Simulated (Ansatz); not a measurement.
## Worked example: BH₄⁺, quintet against BH4⁺, triplet

Geometry (PBE0/def2-TZVP stationary point of a triplet), kept for both states:

```xyz
5

B     0.0000    0.0000    0.0000
H     0.4725    0.4863    1.0573
H    -0.4858   -0.4709    1.0582
H    -0.4719    0.4714   -1.0643
H     0.4852   -0.4868   -1.0513
```

Basis cc-pVDZ; Ansatz 0.2.0. Correlated methods freeze the noble-gas cores. Prefix R: restricted or restricted open-shell reference; prefix U: unrestricted.

Full CI isn't at hand for all of this; UCCSDT(Q) serves as the reference, and is uncertain by about the last step of the cluster series.

Coupled cluster chose its determinant by trial CCSD, here up to 0.34 eV above the lowest Hartree–Fock solution of its kind, and MP2 stands on that determinant too.

```tsv
level	E(BH4⁺, triplet) (hartree)	E(BH4⁺, quintet) (hartree)
UMP2	-26.580762	-26.124640
UCCSD(T)	-26.606693	-26.156772
PBE	-26.662889	-26.215828
PBE0	-26.672459	-26.215871
UCCSDT(Q)	-26.607270	-26.158279
```

Question: Give the vertical gap, BH4⁺ quintet less BH4⁺ triplet, at each level in eV (1 hartree = 27.2114 eV), and each error against UCCSDT(Q).

Answer: UCCSDT(Q): (-26.158279 − (-26.607270)) × 27.2114 = 12.218 eV (the reference)
PBE0: (-26.215871 − (-26.672459)) × 27.2114 = 12.424 eV, error 0.206 eV
PBE: (-26.215828 − (-26.662889)) × 27.2114 = 12.165 eV, error -0.053 eV
UCCSD(T): (-26.156772 − (-26.606693)) × 27.2114 = 12.243 eV, error 0.025 eV
UMP2: (-26.124640 − (-26.580762)) × 27.2114 = 12.412 eV, error 0.194 eV

Total energies of functionals can't be set beside those of wave-function methods, since they hold the core's correlation and their own absolute errors; only the differences compare.

In so small a basis the reference is far from its limit while semilocal and hybrid functionals are nearer theirs, so the functionals' errors here hold much of the reference's basis and frozen-core error, which can add to them or hide them.

Each level lands on the state that its own search finds. T1 diagnostics of restricted CCSD: 0.017 and 0.020.
